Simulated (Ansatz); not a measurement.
# H3LiOSi (SMILES [Li][O][SiH3]): functionals against CCSD(T) at one geometry

A test off equilibrium: a structure displaced at random from a GFN2-xTB minimum is computed at several levels, and each is set against CCSD(T).

Program: Ansatz 0.2.0, Gaussian basis. Level of theory: single points in def2-TZVPP. These are calculated values, not measurements.

Cores are frozen in the correlated methods. The outer core shell of Li, Na, Mg and K is correlated.

### Step 1. Starting geometry

SMILES `[Li][O][SiH3]`, 6 atoms, charge 0, spin multiplicity 1.

Atoms are counted from 1 here; the program's logs count them from 0.

Bond lengths: Li1–O2 1.549 Å, O2–Si3 1.590 Å, Si3–H4 1.471 Å, Si3–H5 1.464 Å, Si3–H6 1.536 Å. Angles: Li1–O2–Si3 178.1°, O2–Si3–H4 110.7°, O2–Si3–H5 110.0°, O2–Si3–H6 108.6°, H4–Si3–H5 111.2°, H4–Si3–H6 107.0°, H5–Si3–H6 109.3°.

Geometry (Å):

```mol
H3LiOSi
  3D, bonds by distance, orders not assigned

  6  5  0  0  0  0  0  0  0  0999 V2000
    0.2801   -2.4296    0.8700 Li  0  0
    0.1026   -0.9771    0.3621 O   0  0
   -0.0346    0.5082   -0.1877 Si  0  0
   -1.0540    0.5787   -1.2465 H   0  0
    1.2627    0.9854   -0.6694 H   0  0
   -0.5142    1.4113    0.9586 H   0  0
  1  2  8  0
  2  3  8  0
  3  4  8  0
  3  5  8  0
  3  6  8  0
M  END
```

### Step 2. CCSD(T)/def2-TZVPP

run/in.yaml

```yaml
crystal:
  periodic: [false, false, false]
  atoms:
    - {symbol: Li, position_ang: [0.280100, -2.429600, 0.870000]}
    - {symbol: O, position_ang: [0.102600, -0.977100, 0.362100]}
    - {symbol: Si, position_ang: [-0.034600, 0.508200, -0.187700]}
    - {symbol: H, position_ang: [-1.054000, 0.578700, -1.246500]}
    - {symbol: H, position_ang: [1.262700, 0.985400, -0.669400]}
    - {symbol: H, position_ang: [-0.514200, 1.411300, 0.958600]}
basis:
  gaussian: {orbitals: def2-TZVPP}
correlation: {method: ccsd_t}
output: {forces: true}
```

The command line of these runs was not kept.

### Step 3. PBE0-D4/def2-TZVPP

run/in.yaml: that of step 2 with these lines changed.

```diff
@@ -11,3 +11,3 @@
   gaussian: {orbitals: def2-TZVPP}
-correlation: {method: ccsd_t}
-output: {forces: true}
+hamiltonian: {xc: pbe0, dispersion: d4}
+output: {forces: true, orbitals: {seedname: orbitals}}
```

### Step 4. wB97M-V/def2-TZVPP

run/in.yaml: that of step 3 with these lines changed.

```diff
@@ -11,3 +11,3 @@
   gaussian: {orbitals: def2-TZVPP}
-hamiltonian: {xc: pbe0, dispersion: d4}
-output: {forces: true, orbitals: {seedname: orbitals}}
+hamiltonian: {xc: {name: wB97M-V}}
+output: {forces: true}
```

### Step 5. r2SCAN-D4/def2-TZVPP

run/in.yaml: that of step 4 with these lines changed.

```diff
@@ -11,3 +11,3 @@
   gaussian: {orbitals: def2-TZVPP}
-hamiltonian: {xc: {name: wB97M-V}}
+hamiltonian: {xc: r2scan, dispersion: d4}
 output: {forces: true}
```

### Step 6. PBE-D4/def2-TZVPP

run/in.yaml: that of step 5 with these lines changed.

```diff
@@ -11,3 +11,3 @@
   gaussian: {orbitals: def2-TZVPP}
-hamiltonian: {xc: r2scan, dispersion: d4}
+hamiltonian: {xc: pbe, dispersion: d4}
 output: {forces: true}
```

### Step 7. r2SCANh-D4/def2-TZVPP

run/in.yaml: that of step 6 with these lines changed.

```diff
@@ -11,3 +11,3 @@
   gaussian: {orbitals: def2-TZVPP}
-hamiltonian: {xc: pbe, dispersion: d4}
+hamiltonian: {xc: {name: r2SCANh}, dispersion: d4}
 output: {forces: true}
```

### Step 8. HSE06-D4/def2-TZVPP

run/in.yaml: that of step 7 with these lines changed.

```diff
@@ -11,3 +11,3 @@
   gaussian: {orbitals: def2-TZVPP}
-hamiltonian: {xc: {name: r2SCANh}, dispersion: d4}
+hamiltonian: {xc: hse06, dispersion: d4}
 output: {forces: true}
```

(Steps that only read results are left out.)

**Question.** What will these runs give? Wanted: energy less free atoms, CCSD(T)/def2-TZVPP; RMS force component; RMS force error; HOMO and LUMO, PBE0-D4; T1 diagnostic.

The runs gave:

| quantity | value |
| --- | --- |
| energy less free atoms, CCSD(T)/def2-TZVPP | -1830.0 kJ/mol |
| RMS force component | 0.511 to 0.543 eV/Å over the methods |
| RMS force error | PBE0-D4 0.088, wB97M-V 0.037, r2SCAN-D4 0.058, PBE-D4 0.182, r2SCANh-D4 0.091, HSE06-D4 0.088 eV/Å |
| HOMO and LUMO, PBE0-D4 | -6.80 and -1.09 eV |
| T1 diagnostic | 0.012 |

In words: Against CCSD(T) the functionals' energies less atoms differ by -58.1 to +0.9 kJ/mol, PBE-D4 by -25.2 kJ/mol. CCSD(T) in triple zeta still lacks some correlation energy of the bonds, so part of these gaps is its own basis error and they don't rank the functionals. For forces wB97M-V does best and PBE-D4 worst. Frozen-core CCSD(T) forces in triple zeta carry basis errors of their own, and this is one geometry, so small gaps rank nothing.
